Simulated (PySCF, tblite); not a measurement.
Isomers of C4H4F2, one GFN2-xTB conformer each. Single-point energies are computed at PBE0/pcSseg-1 (PySCF, gas phase, no added dispersion term), electronic only.

**Question.** Rank them by PBE0/pcSseg-1 energy, lowest first (kJ/mol).
A. `FCC#CCF`
B. `FC1=C(F)CC1`

**Answer.** B (0.0), A (68.8).

As drawn, the lower has a four-membered ring and a C=C bond outside aromatic rings, which the higher lacks; the higher has a C≡C bond, which the lower lacks. GFN2-xTB itself gives, in the same order: 0.0, 51.6. Both levels put the same isomer lowest.

**Question.** Which frontier levels, dipoles and rotational constants go with these structures?

**Answer.** 
```tsv
SMILES	HOMO (eV, PBE0/pcSseg-1)	LUMO (eV)	dipole (D)	A, B, C (MHz)
FC1=C(F)CC1	-7.14	0.96	2.35	4842, 3782, 2182
FCC#CCF	-8.23	-0.04	1.88	15156, 1217, 1207
```

**Question.** What happens when harmonic zero-point energies from GFN2-xTB frequencies are added?

**Answer.** 
| SMILES | ZPE (kJ/mol) | electronic (kJ/mol) | with ZPE (kJ/mol) |
| --- | --- | --- | --- |
| FC1=C(F)CC1 | 184.0 | 0.0 | 0.0 |
| FCC#CCF | 176.8 | 68.8 | 61.6 |

The zero-point energies span 7.2 kJ/mol. The order is unchanged.
